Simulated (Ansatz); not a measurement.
A made-up structure of SiH2Cl, doublet:

```json
{"atom": "Si1", "x (Å)": "-0.3028", "y (Å)": "0.2780", "z (Å)": "0.1687"}
{"atom": "Cl2", "x (Å)": "1.6161", "y (Å)": "-0.0692", "z (Å)": "0.8114"}
{"atom": "H3", "x (Å)": "2.6889", "y (Å)": "-0.3329", "z (Å)": "1.5520"}
{"atom": "H4", "x (Å)": "-0.2482", "y (Å)": "0.7880", "z (Å)": "-1.2276"}
```

It is relaxed with PBE-D4/def2-SVP and then PBE0-D4/def2-TZVP (Ansatz 0.2.0). Atoms count as bonded within 1.22 times the sum of their covalent radii (H–H: 0.88 Å). The end point is not checked to be a true minimum.

(1) Does its bonding change? (Judge from chemistry; the calculation decides.)

Results:

(1) The calculation gives: Yes. Formed: H3–H4; broken: Si1–H4, Cl2–H3.

Where it ends: The first stage lowers the energy by 2.83 eV in 44 steps. It ends as a complex of SiCl + H₂:
Si1  (-0.229, -0.267, 0.661)
Cl2  (1.291, -1.409, 1.502)
H3  (1.352, 1.396, -0.125)
H4  (1.339, 0.945, -0.734)
(Å)

For scale, one of the runs: PBE0-D4/def2-TZVP relaxation, 86 basis functions, launched by `ansatz run in.yaml --threads 2 --pin off --events-out ev --progress --plain --max-ram 4352MiB`. The run took about 36 s on 2 CPU threads of an Arm Neoverse V1 (shared host).
